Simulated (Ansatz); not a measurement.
# BH₂O+: single points off equilibrium

One table from this session's results is given with a row withheld; the runs are named, their logs left out.

Computed with Ansatz 0.2.0, Gaussian basis. Level: single points in def2-TZVPP.

Correlated methods freeze the cores.

## Where the work starts

4 atoms, charge 1, spin multiplicity 1.

Atoms are counted from 1 here; the program's logs count them from 0.

Bond lengths: B1–O2 1.314 Å, B1–H3 1.178 Å, O2–H4 1.014 Å. Angles: O2–B1–H3 154.0°, B1–O2–H4 156.1°.

Coordinates:

```
B    -0.0862   -0.5549    0.3556
O     0.0699    0.5756   -0.2953
H     0.2476   -1.6282    0.7085
H    -0.1070    1.5488   -0.5183
```

Set-up of the first run:

The input, run/in.yaml:

```yaml
crystal:
  periodic: [false, false, false]
  atoms:
    - {symbol: B, position_ang: [-0.086200, -0.554900, 0.355600]}
    - {symbol: O, position_ang: [0.069900, 0.575600, -0.295300]}
    - {symbol: H, position_ang: [0.247600, -1.628200, 0.708500]}
    - {symbol: H, position_ang: [-0.107000, 1.548800, -0.518300]}
basis:
  gaussian: {orbitals: def2-TZVPP}
total_charge: 1
correlation: {method: ccsd_t}
output: {forces: true}
```

No record of the launch command was kept for these runs.

Among the steps run: CCSD(T)/def2-TZVPP; PBE0-D4/def2-TZVPP; wB97M-V/def2-TZVPP; r2SCAN-D4/def2-TZVPP; PBE-D4/def2-TZVPP; B97M-V/def2-TZVPP; r2SCANh-D4/def2-TZVPP.

One of the session's tables, all rows but one given; the rest of the session is left out.

| method | RMS force component (eV/Å) | angle to CCSD(T) forces (°) |
| --- | --- | --- |
| CCSD(T) | 1.968 | reference |
| PBE0-D4 | 2.162 | 2.0 |
| wB97M-V | 2.077 | 2.4 |
| r2SCAN-D4 | 2.054 | 1.7 |
| PBE-D4 | 1.922 | 4.9 |
| B97M-V | ? | ? |
| r2SCANh-D4 | 2.127 | 1.2 |

**Question.** Estimate the row for B97M-V.

**Answer.** RMS force component (eV/Å): 2.122; angle to CCSD(T) forces (°): 2.1. In the column «RMS force component (eV/Å)» it lies between wB97M-V (2.077) and r2SCANh-D4 (2.127).
